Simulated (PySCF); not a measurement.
Level of theory: PBE0 in PySCF with S def2-TZVP; no relativity; density-fitted integrals.

Each entry is the lowest minimum that a search over a few typed start shapes (and spin states, where more than one is plausible) found, or that minimum re-optimised at the stated level; isomers with ligand–ligand bonds, or fragments after loss of a ligand pair, can lie lower. Open shells are unrestricted.

S3 is a singlet of C2v symmetry with S–S 1.905 Å (×2); S–S–S 118.1°. Its wavenumbers are 271, 630, 731 cm⁻¹.

Question: What changes when one electron is removed, giving S₃⁺?

Answer: It costs 9.54 eV between the minima (9.53 eV with zero-point energy). S₃⁺ is a doublet of C2v symmetry with S–S 1.912 Å (×2); S–S–S 99.9°; wavenumbers 237, 565, 680 cm⁻¹.
